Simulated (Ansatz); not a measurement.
A calculation with Ansatz (development build ahead of 0.2.0).

```yaml
crystal:
  periodic: [false, false, false]
  atoms:
    - { symbol: "N", position_ang: [-0.0044, 0.00024, -0.32377] }
    - { symbol: O, position_ang: [-0.0062, 1.08744, 0.14334] }
    - { symbol: O, position_ang: [0.00358, -1.09744, 0.1459] }
basis:
  gaussian: { orbitals: def2-TZVP }
magnetization:
  spin_polarized: true
  initial_magnetization: 1
hamiltonian:
  xc: hf
correlation:
  method: mp2
  frozen_orbitals: { "N": 1, O: 1 }
```

The input is written out in the form of the current development build from the run's settings.

Output:

```
Converged                       : yes
Reference energy                : -204.12123 hartree
Correlation energy              : -0.66472 hartree
Total energy                    : -204.78595 hartree
Spin squared of the determinant : 0.774
```
